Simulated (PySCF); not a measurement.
# Which functional comes closest?

Molecule: tetrahydroborate (SMILES [BH4-]).

Cartesian coordinates in Å; atom numbers follow the order of the lines, from 1:
```xyz
5

B     0.0185   -0.0208   -0.0192
H    -0.8096   -0.8263   -0.5031
H     0.1605   -0.2522    1.2036
H    -0.3972    1.1499   -0.1775
H     1.1199   -0.1553   -0.6003
```

Total charge -1.

Geometry PBE0-D3(BJ)/def2-SVP throughout; GIAO in PySCF 2.14, gas phase, one conformer, non-relativistic; equivalent atoms averaged; basis pcSseg-2.

Reference values (measured; Macháček, Bühl, Fanfrlík, Hnyk, 11B NMR of BX3 and BX4-, J. Phys. Chem. A (author manuscript)): δ(B1) = -40.0 ppm vs BF3.OEt2. Computed shifts are taken against BF3·OEt2, calculated as an isolated molecule at each level.

Q: How do the functionals HF, LDA, PBE, BLYP, BP86, OPBE, KT2, KT3, B97-D, B3LYP, PBE0, mPW1PW91, WP04, B97-2, BHandHLYP, CAM-B3LYP, wB97X-D, LC-wPBE perform against the reference? Times are CPU seconds on shared hosts with different chips, so compare them loosely; the GGAs took longer than the global hybrids here, which isn't the general rule, and the cause wasn't traced.

A: 
```csv
functional,kind,B1,abs. error B,core-s
HF,Hartree–Fock,-40.1,0.1,0.8
LDA,LDA,-62.3,22.3,2.3
PBE,GGA,-58.1,18.1,3
BLYP,GGA,-56.2,16.2,3
BP86,GGA,-56.7,16.7,2.8
OPBE,GGA,-54.9,14.9,3.2
KT2,GGA,-55.4,15.4,2.8
KT3,GGA,-52.8,12.8,3
B97-D,GGA,-53.0,13.0,2.9
B3LYP,global hybrid,-52.5,12.5,2.2
PBE0,global hybrid,-53.2,13.2,1.2
mPW1PW91,global hybrid,-52.4,12.4,2.3
WP04,global hybrid,-45.6,5.6,1
B97-2,global hybrid,-51.2,11.2,0.9
BHandHLYP,global hybrid,-47.5,7.5,0.9
CAM-B3LYP,range-separated hybrid,-53.1,13.1,1.1
wB97X-D,range-separated hybrid,-52.5,12.5,1.1
LC-wPBE,range-separated hybrid,-54.6,14.6,1.7
```

For 11B the closest is HF (0.1 ppm) and the furthest LDA (22.3 ppm). One molecule is a small sample, and vibrational and solvent effects are absent from the calculation.
